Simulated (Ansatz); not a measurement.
C₄H₆S (`C=C1CCS1`) at its PBE0-D4/def2-TZVP geometry, where that method's forces vanish. The species carries charge 0 and has multiplicity 1.

```xyz
11

C    -1.2434   -1.0445   -1.1654
C    -0.4178   -0.1969   -0.5723
C     0.2883   -0.2096    0.7604
C     0.9854    1.1516    0.5790
S     0.2402    1.3586   -1.0784
H    -1.6552   -0.8514   -2.1482
H    -1.5288   -1.9654   -0.6697
H    -0.3983   -0.2372    1.6094
H     0.9878   -1.0423    0.8631
H     2.0731    1.1115    0.5458
H     0.6686    1.9256    1.2764
```

Question: What forces (eV/Å) does ωB97M-V/def2-TZVPP give on these atoms in Ansatz? (Best estimate.)

Answer: The calculation gave: 
```
C1   0.021  0.009  0.030
C2  -0.192 -0.192 -0.144
C3   0.025 -0.215  0.278
C4   0.144  0.178  0.082
S5   0.019  0.164 -0.149
H6   0.039  0.002  0.069
H7   0.024  0.066 -0.029
H8   0.052  0.005 -0.079
H9  -0.061  0.070 -0.018
H10 -0.102 -0.006  0.014
H11  0.030 -0.082 -0.054
```
